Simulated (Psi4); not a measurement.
Psi4 input (wB97X-D/6-31G*):

```
memory 1500 MB

molecule {
1 2
C     0.00053452    0.00126565    0.33943617
H     0.00225136    0.00533085    1.42969220
F     0.00598628    1.25541479   -0.13307438
F     1.08434551   -0.63379114   -0.12772827
F    -1.09093829   -0.62305973   -0.12434282
symmetry c1
no_reorient
no_com
}

set {
  basis 6-31G*
  reference uks
  scf_type pk
  dft_radial_points 99
  dft_spherical_points 590
  e_convergence 1e-8
  d_convergence 1e-7
  maxiter 150
}

e = energy('wb97x-d')
print_out(f'\nFINAL {e:.10f} DIPOLE {variable("CURRENT DIPOLE")[0]:.6f} {variable("CURRENT DIPOLE")[1]:.6f} {variable("CURRENT DIPOLE")[2]:.6f}\n')
```

Output:

```
   => Loading Basis Set <=

    Name: 6-31G*
    Role: ORBITAL
    Keyword: BASIS
    atoms 1   entry C          line   111 file 6-31gs.gbs
    atoms 2   entry H          line    44 file 6-31gs.gbs
    atoms 3-5 entry F          line   162 file 6-31gs.gbs

   => WB97X-D: Empirical Dispersion <=

    Chai and Head-Gordon Dispersion Correction
    Chai, J.-D.; Head-Gordon, M. (2010), J. Chem. Phys., 132: 6615-6620

        s6 =       1.000000

         ---------------------------------------------------------
                                   SCF
               by Justin Turney, Rob Parrish, Andy Simmonett
                          and Daniel G. A. Smith
                              UKS Reference
         ---------------------------------------------------------

  ==> Geometry <==

    Molecular point group: c1
    Full point group: C1

    Geometry (in Angstrom), charge = 1, multiplicity = 2:

       Center              X                  Y                   Z               Mass
    ------------   -----------------  -----------------  -----------------  -----------------
         C            0.000534520000     0.001265650000     0.339436170000    12.000000000000
         H            0.002251360000     0.005330850000     1.429692200000     1.007825032230
         F            0.005986280000     1.255414790000    -0.133074380000    18.998403162730
         F            1.084345510000    -0.633791140000    -0.127728270000    18.998403162730
         F           -1.090938290000    -0.623059730000    -0.124342820000    18.998403162730

  Running in c1 symmetry.

  Rotational constants: A =      0.34172  B =      0.34172  C =      0.18751 [cm^-1]
  Rotational constants: A =  10244.41086  B =  10244.41077  C =   5621.55709 [MHz]
  Nuclear repulsion =  133.129740227386293

  Charge       = 1
  Multiplicity = 2
  Electrons    = 33
  Nalpha       = 17
  Nbeta        = 16

  ==> Algorithm <==

  SCF Algorithm Type is PK.
  DIIS enabled.
  MOM disabled.
  Fractional occupation disabled.
  Guess Type is SAD.
  Energy threshold   = 1.00e-08
  Density threshold  = 1.00e-07
  Integral threshold = 1.00e-12

  ==> Primary Basis <==

  Basis Set: 6-31G*
    Blend: 6-31G*
    Number of shells: 26
    Number of basis functions: 62
    Number of Cartesian functions: 62
    Spherical Harmonics?: false
    Max angular momentum: 2

  ==> DFT Potential <==

   => LibXC <=

    Version 7.1.2
    S. Lehtola, C. Steigemann, M. J. T. Oliveira, and M. A. L. Marques,  SoftwareX 7, 1–5 (2018) (10.1016/j.softx.2017.11.002)

   => Composite Functional: WB97X-D <=

    wB97X-D Hyb-GGA Exchange-Correlation Functional

    J.-D. Chai and M. Head-Gordon,  Phys. Chem. Chem. Phys. 10, 6615–6620 (2008) (10.1039/B810189B)

    Deriv               =              1
    GGA                 =           TRUE
    Meta                =          FALSE

    Exchange Hybrid     =           TRUE
    MP2 Hybrid          =          FALSE

   => Exchange-Correlation Functionals <=

    1.0000   wB97X-D range-separated functional

   => Exact (HF) Exchange <=

    0.7780            HF,LR [omega = 0.2000]
    0.2220               HF

   => LibXC Density Thresholds  <==

    XC_HYB_GGA_XC_WB97X_D:  1.00E-14

   => Molecular Quadrature <=

    Radial Scheme          =       TREUTLER
    Pruning Scheme         =           NONE
    Nuclear Scheme         =       TREUTLER

    Blocking Scheme        =         OCTREE
    BS radius alpha        =              1
    Pruning alpha          =              1
    Radial Points          =             99
    Spherical Points       =            590
    Total Points           =         278647
    Total Blocks           =           2093
    Max Points             =            256
    Max Functions          =             61
    Weights Tolerance      =       1.00E-15

  ==> Integral Setup <==

  Using in-core PK algorithm.
   Calculation information:
      Number of atoms:                   5
      Number of AO shells:              26
      Number of primitives:             64
      Number of atomic orbitals:        62
      Number of basis functions:        62

      Integral cutoff                 1.00e-12
      Number of threads:                 1

  Performing in-core PK
  Using 5724243 doubles for integral storage.
  We computed 60259 shell quartets total.
  Whereas there are 61776 unique shell quartets.

  Computing range-separated integrals for PK
  We computed 60259 wK shell quartets total.
  Whereas there are 61776 wK unique shell quartets.

  ==> DiskJK: Disk-Based J/K Matrices <==

    J tasked:                  Yes
    K tasked:                  Yes
    wK tasked:                 Yes
    Omega:               2.000E-01
    Schwarz Cutoff:          1E-12


  Cached 100.0% of DFT collocation blocks in 0.452 [GiB].

  Minimum eigenvalue in the overlap matrix is 2.7720488889E-03.
  Reciprocal condition number of the overlap matrix is 4.6447227253E-04.
    Using symmetric orthogonalization.

  ==> Pre-Iterations <==

  SCF Guess: Superposition of Atomic Densities via on-the-fly atomic UHF (no occupation information).

   -------------------------
    Irrep   Nso     Nmo
   -------------------------
     A         62      62
   -------------------------
    Total      62      62
   -------------------------

  ==> Iterations <==

                        Total Energy        Delta E     RMS |[F,P]|

   @UKS iter SAD:  -337.72670599992540   -3.37727e+02   0.00000e+00
   @UKS iter   1:  -337.52049369841484    2.06212e-01   7.52017e-03 DIIS/ADIIS
   @UKS iter   2:  -337.51762774503942    2.86595e-03   8.76443e-03 DIIS/ADIIS
   @UKS iter   3:  -337.61484358259042   -9.72158e-02   7.72688e-04 DIIS/ADIIS
   @UKS iter   4:  -337.61562515670670   -7.81574e-04   1.92214e-04 DIIS/ADIIS
   @UKS iter   5:  -337.61572070395209   -9.55472e-05   4.50885e-05 DIIS
   @UKS iter   6:  -337.61573362973689   -1.29258e-05   1.51180e-05 DIIS
   @UKS iter   7:  -337.61573516869294   -1.53896e-06   3.44482e-06 DIIS
   @UKS iter   8:  -337.61573524175577   -7.30628e-08   8.82264e-07 DIIS
   @UKS iter   9:  -337.61573524680347   -5.04770e-09   2.13981e-07 DIIS
   @UKS iter  10:  -337.61573524715135   -3.47882e-10   1.12823e-07 DIIS
   @UKS iter  11:  -337.61573524718159   -3.02407e-11   8.16419e-08 DIIS
  Energy and wave function converged.

  ==> Post-Iterations <==

   Electrons on quadrature grid:
      Nalpha   =   16.9999998063 ; deviation = -1.937e-07
      Nbeta    =   15.9999997963 ; deviation = -2.037e-07
      Ntotal   =   32.9999996026 ; deviation = -3.974e-07

   @Spin Contamination Metric:   5.305062718E-03
   @S^2 Expected:                7.500000000E-01
   @S^2 Observed:                7.553050627E-01
   @S   Expected:                5.000000000E-01
   @S   Observed:                5.000000000E-01

    Orbital Energies [Eh]
    ---------------------

    Alpha Occupied:

       1A    -25.225445     2A    -25.225445     3A    -25.225444
       4A    -10.900212     5A     -1.764081     6A     -1.676182
       7A     -1.676182     8A     -1.167582     9A     -1.044015
      10A     -1.015927    11A     -1.015927    12A     -0.895895
      13A     -0.895895    14A     -0.856328    15A     -0.856328
      16A     -0.845992    17A     -0.829887

    Alpha Virtual:

      18A     -0.094234    19A     -0.094234    20A     -0.083623
      21A     -0.034081    22A      0.262289    23A      0.262290
      24A      0.295808    25A      0.451168    26A      0.571589
      27A      0.819417    28A      0.819418    29A      0.879250
      30A      0.879251    31A      0.949736    32A      1.114528
      33A      1.119956    34A      1.119956    35A      1.157244
      36A      1.157245    37A      1.188263    38A      1.374306
      39A      1.374306    40A      1.450140    41A      1.574883
      42A      1.574884    43A      1.591078    44A      1.616208
      45A      1.616208    46A      1.754743    47A      1.765226
      48A      1.765227    49A      1.829340    50A      1.964024
      51A      1.985940    52A      1.985941    53A      2.380060
      54A      2.424020    55A      2.424022    56A      2.753751
      57A      2.781861    58A      2.781862    59A      3.898536
      60A      3.898540    61A      4.038630    62A      4.764354

    Beta Occupied:

       1A    -25.217843     2A    -25.217842     3A    -25.217829
       4A    -10.899385     5A     -1.746746     6A     -1.655672
       7A     -1.655672     8A     -1.134508     9A     -1.015880
      10A     -1.000449    11A     -1.000449    12A     -0.866357
      13A     -0.866357    14A     -0.823352    15A     -0.823352
      16A     -0.820399

    Beta Virtual:

      17A     -0.569782    18A     -0.082818    19A     -0.082817
      20A     -0.065595    21A     -0.027243    22A      0.262053
      23A      0.262054    24A      0.302609    25A      0.481384
      26A      0.594166    27A      0.829060    28A      0.829060
      29A      0.887861    30A      0.887862    31A      0.955921
      32A      1.118728    33A      1.132370    34A      1.132371
      35A      1.161237    36A      1.161238    37A      1.204981
      38A      1.383809    39A      1.383810    40A      1.463236
      41A      1.577649    42A      1.577650    43A      1.602284
      44A      1.626897    45A      1.626897    46A      1.773021
      47A      1.773021    48A      1.778499    49A      1.831459
      50A      1.971433    51A      1.997653    52A      1.997653
      53A      2.390211    54A      2.430093    55A      2.430094
      56A      2.760902    57A      2.785435    58A      2.785436
      59A      3.905552    60A      3.905559    61A      4.042489
      62A      4.769433

    Final Occupation by Irrep:
              A
    DOCC [    16 ]
    SOCC [     1 ]
    NA   [    17 ]
    NB   [    16 ]

  @UKS Final Energy:  -337.61573524718159

   => Energetics <=

    Nuclear Repulsion Energy =            133.1297402273862929
    One-Electron Energy =                -722.6431356728199944
    Two-Electron Energy =                 277.8636390114943993
    DFT Exchange-Correlation Energy =     -25.9656091865086474
    Empirical Dispersion Energy =          -0.0003696267336357
    VV10 Nonlocal Energy =                  0.0000000000000000
    Total Energy =                       -337.6157352471815898

  UHF NO Occupations:
  HONO-2 :   15  A 1.9990510
  HONO-1 :   16  A 1.9990509
  HONO-0 :   17  A 1.0000000
  LUNO+0 :   18  A 0.0009491
  LUNO+1 :   19  A 0.0009490
  LUNO+2 :   20  A 0.0006486
  LUNO+3 :   21  A 0.0000263

Computation Completed

Properties will be evaluated at   0.000000,   0.000000,   0.000000 [a0]

Properties computed using the SCF density matrix

 Multipole Moments:

 ------------------------------------------------------------------------------------
     Multipole            Electronic (a.u.)      Nuclear  (a.u.)        Total (a.u.)
 ------------------------------------------------------------------------------------

 L = 1.  Multiply by 2.5417464519 to convert [e a0] to [Debye]
 Dipole X            :          0.0016966           -0.0000000            0.0016966
 Dipole Y            :          0.0040202            0.0000001            0.0040203
 Dipole Z            :          1.0781097           -0.0000000            1.0781097
 Magnitude           :                                                    1.0781185

 ------------------------------------------------------------------------------------

FINAL -337.6157352472 DIPOLE 0.001697 0.004020 1.078110

*** Psi4 exiting successfully. Buy a developer a beer!
```

The dipole moment of an ion depends on the origin.
